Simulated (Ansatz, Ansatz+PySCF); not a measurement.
```yaml
atoms:
  - { symbol: S, position_ang: [0.0000, 0.0000, 1.1893] }
  - { symbol: C, position_ang: [0.0000, 1.2350, -0.0031] }
  - { symbol: C, position_ang: [0.0000, -1.2350, -0.0031] }
  - { symbol: C, position_ang: [0.0000, 0.7120, -1.2695] }
  - { symbol: C, position_ang: [0.0000, -0.7120, -1.2695] }
  - { symbol: H, position_ang: [0.0000, 2.2833, 0.2931] }
  - { symbol: H, position_ang: [0.0000, -2.2833, 0.2931] }
  - { symbol: H, position_ang: [0.0000, 1.3256, -2.1717] }
  - { symbol: H, position_ang: [0.0000, -1.3256, -2.1717] }
```

RHF on singlet C₄H₄S was run in several spherical basis sets with Ansatz (development build ahead of 0.2.0).

**Question.** Rank the basis sets by the total energy that they give, lowest first, with the distance from the lowest.
A. cc-pVTZ
B. def2-SVP
C. cc-pVDZ
D. 6-31G(d)
E. def2-TZVP

**Answer.** A (0.00 eV), E (0.03 eV), C (1.57 eV), D (2.50 eV), B (8.47 eV).

Totals follow the description of the cores as much as that of the bonds, so this order isn't one of quality for chemistry.
